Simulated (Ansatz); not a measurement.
# CH₂ (singlet): the correlation ladder at scale of all distances = 1.989, cc-pVDZ

How much of the correlation energy of CH₂ (singlet) does each wave-function method recover here?

Method: cc-pVDZ, core rule «outside noble gas», up to 1 orbitals frozen; program: Ansatz 0.2.0, Gaussian basis.

The runs, in order: UHF; CCSD(T) on RHF; CCSD(T) on UHF; BCCD(T) on RHF; CISD; CCSDT(Q) on RHF; CCSDT(Q) on UHF; CISDTQ; CCSDTQ on RHF; CASSCF and MRCISD+Q, 2 electrons in 2 orbitals; CASSCF and NEVPT2, 2 electrons in 2 orbitals; CASSCF and MRCISD+Q, 6 electrons in 6 orbitals; CASSCF and NEVPT2, 6 electrons in 6 orbitals; Full CI.

14 further runs of the same task are left out: 9 that didn't finish, 5 set aside as unsound or not needed.

## 1. The system

The geometry derives from a PBE0/def2-TZVP stationary point (not a proven minimum). All distances are scaled together.

3 atoms, charge 0, spin multiplicity 1.

Atoms are counted from 1 here; the program's logs count them from 0.

No contacts short enough for the rule that draws bonds.

## 2. UHF

Input file in.yaml:

```yaml
crystal:
  periodic: [false, false, false]
  atoms:
    - {symbol: C, position_ang: [0.000000, -0.201012, 0.000000]}
    - {symbol: H, position_ang: [0.000000, 1.197640, -1.714703]}
    - {symbol: H, position_ang: [0.000000, 1.197640, 1.714703]}
basis:
  gaussian: {orbitals: cc-pVDZ}
magnetization: {spin_polarized: true, initial_magnetization: 0}
hamiltonian: {xc: hf}
output: {orbitals: {seedname: orbitals}}
```

Run with:

```console
> ansatz run in.yaml --threads 1 --pin off --events-out ev --progress --plain --max-ram 2393MiB
```

The runs that follow: CCSD(T) on RHF; CCSD(T) on UHF; BCCD(T) on RHF; CISD; CCSDT(Q) on RHF; CCSDT(Q) on UHF; CISDTQ; CCSDTQ on RHF; CASSCF and MRCISD+Q, 2 electrons in 2 orbitals; CASSCF and NEVPT2, 2 electrons in 2 orbitals; CASSCF and MRCISD+Q, 6 electrons in 6 orbitals; CASSCF and NEVPT2, 6 electrons in 6 orbitals; Full CI.

**Question.** What will the summary of the whole plan be? Wanted: FCI below the RHF energy; RMP2 from FCI; UMP2 from FCI; RCCSD from FCI; RCCSD(T) from FCI; UCCSD(T) from FCI; RCCSDT(Q) from FCI; UCCSDT(Q) from FCI; NEVPT2 pair from FCI.

As calculated:

| quantity | value |
| --- | --- |
| FCI below the RHF energy | -6.8561 eV |
| RMP2 from FCI | +219.2 kJ/mol |
| UMP2 from FCI | +140.4 kJ/mol |
| RCCSD from FCI | +39.3 kJ/mol |
| RCCSD(T) from FCI | -2.9 kJ/mol |
| UCCSD(T) from FCI | +29.4 kJ/mol |
| RCCSDT(Q) from FCI | -1.2 kJ/mol |
| UCCSDT(Q) from FCI | +7.9 kJ/mol |
| NEVPT2 pair from FCI | +155.1 kJ/mol |
| MRCISD+Q pair from FCI | -33.0 kJ/mol |
| NEVPT2 valence from FCI | +40.1 kJ/mol |
| levels within 1 kcal/mol (43 meV) | RCCSD(T), BCCD(T), RCCSDT, RCCSDT(Q), RCCSDTQ, MRCISD+Q valence |
| T1 diagnostic | 0.045 |
| effectively unpaired electrons | 1.46 |

**Reading.** RCCSD(T) lands -2.9 kJ/mol from the yardstick (0.4 % of the correlation energy). CCSD(T) misses by -2.9 kJ/mol on the restricted determinant and by +29.4 kJ/mol on the unrestricted one; the two need not hold the same state or core. RCCSD(T), BCCD(T), RCCSDT, RCCSDT(Q), MRCISD+Q pair, MRCISD+Q valence fall below full CI, which methods that aren't variational can do. With 1.5 effectively unpaired electrons against 0 the state is strongly multireference. Coupled cluster on one determinant still stays close here. Of the multireference levels listed MRCISD+Q valence comes nearest in total energy (-0.4 kJ/mol), which doesn't show that its space is the better one. These misses are within one basis, not against nature.
